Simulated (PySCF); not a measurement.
# P: electron affinity

P- [Ne] 3s2 3p4 (3P) → P [Ne] 3s2 3p3 (4S), as a difference of total energies. All numbers are calculated (PySCF 2.14, no relativity, point nucleus, in aug-cc-pV(5+d)Z (8s7p6d4f3g2h, 136 functions)). Correlated levels: valence: [Ne] frozen. The calculations carry no spin-orbit coupling.

```
           method  electron affinity (eV)  plus first-order spin-orbit estimate  error of that sum (eV)
              UHF                  -0.323                                -0.311                  -1.058
              LDA                   1.040                                 1.052                  +0.305
              PBE                   0.889                                 0.901                  +0.154
             PBE0                   0.787                                 0.799                  +0.052
           r2SCAN                   0.799                                 0.811                  +0.064
             PW91                   0.932                                 0.944                  +0.197
           B2PLYP                   0.782                                 0.794                  +0.047
            B97-3                   0.862                                 0.874                  +0.127
    MP2 (valence)                   0.575                                 0.587                  -0.160
SCS-MP2 (valence)                   0.668                                 0.680                  -0.067
```

Reference: 0.747 eV (measured; photodetachment measurements, as compiled on the Wikipedia data page of electron affinities).

A first-order spin-orbit estimate (lowest level to lowest level, LS coupling) adds 0.012 eV.

A negative affinity means that the anion lies above the atom at that level of theory.

In the anion the highest occupied orbital energy is positive at LDA, PBE, PBE0, r2SCAN, PW91, B2PLYP, B97-3, a self-interaction effect; the basis confines that electron, and the energy difference can still be sensible.
